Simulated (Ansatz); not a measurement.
# AlNH+ (singlet): from Hartree-Fock to the top rungs, cc-pVDZ

One table from this session's results is given with a row withheld; the runs are named, their logs left out.

Computed with Ansatz 0.2.0, Gaussian basis. Level: cc-pVDZ, core rule «outside noble gas», up to 6 orbitals frozen.

Plan: UHF; CCSD(T) on RHF; CCSD(T) on UHF; BCCD(T) on RHF; CISD; CCSDT(Q) on RHF; CCSDT(Q) on UHF; CCSDTQ on RHF; CCSDTQ on UHF.

16 further runs of the same task are left out: 7 for a known fault of the program, 9 set aside as unsound or not needed.

## The system

The geometry is a PBE0/def2-TZVP stationary point (not a proven minimum) of the parent state, kept for this charge and spin.

3 atoms, charge 1, spin multiplicity 1.

Atoms are counted from 1 here; the program's logs count them from 0.

Bond lengths: Al1–N2 1.737 Å, N2–H3 1.016 Å. Angles: Al1–N2–H3 130.8°.

The first run:

in.yaml

```yaml
crystal:
  periodic: [false, false, false]
  atoms:
    - {symbol: Al, position_ang: [0.000000, 0.032676, 0.636525]}
    - {symbol: N, position_ang: [0.000000, -0.106661, -1.095305]}
    - {symbol: H, position_ang: [0.000000, 0.607486, -1.818390]}
basis:
  gaussian: {orbitals: cc-pVDZ}
total_charge: 1
magnetization: {spin_polarized: true, initial_magnetization: 0}
hamiltonian: {xc: hf}
output: {orbitals: {seedname: orbitals}}
```

Launch:

```sh
> ansatz run in.yaml --threads 1 --pin off --events-out ev --progress --plain --max-ram 8192MiB --backend cpu
```

Among the steps run: UHF; CCSD(T) on RHF; CCSD(T) on UHF; BCCD(T) on RHF; CISD; CCSDT(Q) on RHF; CCSDT(Q) on UHF; CCSDTQ on RHF; CCSDTQ on UHF.

One of the session's tables, all rows but one given; the rest of the session is left out.

It belongs to the step «Misses and costs». 

| method | from RCCSDTQ (kJ/mol) |
| --- | --- |
| RHF | +688.9 |
| RMP2 | +135.7 |
| CISD | +111.0 |
| RCCSD | +47.3 |
| RCCSD(T) | ? |
| BCCD(T) | +6.8 |
| RCCSDT | +4.1 |
| RCCSDT(Q) | -2.2 |
| RCCSDTQ | 0 |

Estimate the missing values for RCCSD(T).

The run gave: from RCCSDTQ (kJ/mol): +2.4. In the column «from RCCSDTQ (kJ/mol)» it lies between RCCSDTQ (0) and RCCSDT (+4.1).

Limits of these values: Left out of the table: UHF, UMP2, UCCSD, UCCSD(T), UCCSDT, UCCSDT(Q), UCCSDTQ (another determinant or state than the rows shown).
